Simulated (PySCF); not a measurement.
Formic acid, CH2O2, SMILES C(O)=O, singlet, B3LYP/def2-SVP optimised geometry.

```
5

O      0.27    -1.12     0.00
C     -0.13     0.16     0.00
O      0.60     1.12     0.00
H      1.24    -1.12     0.00
H     -1.24     0.21     0.00
```

Density from B3LYP/def2-TZVP (PySCF 2.14.0) at that geometry.

Minimum of the electron density along straight lines between bonded atoms, close to the bond critical point (lines longer than 1.1 times the sum of covalent radii, or with two minima, are not listed):

| bond | length / Å | ρ at the minimum / e bohr⁻³ | ∇²ρ there / e bohr⁻⁵ | position (fraction from the first atom) |
|---|---|---|---|---|
| O1–C2 | 1.340 | 0.313 | -0.71 | 0.65 |
| C2–O3 | 1.199 | ___ | -0.18 | 0.34 |
| O1–H4 | 0.975 | 0.348 | ___ | 0.80 |
| C2–H5 | 1.111 | ___ | -1.02 | 0.66 |

Q: Some entries are withheld; supply them.

A: 
- C2–O3, ρ at the minimum / e bohr⁻³: 0.438
- O1–H4, ∇²ρ there / e bohr⁻⁵: -2.35
- C2–H5, ρ at the minimum / e bohr⁻³: 0.281
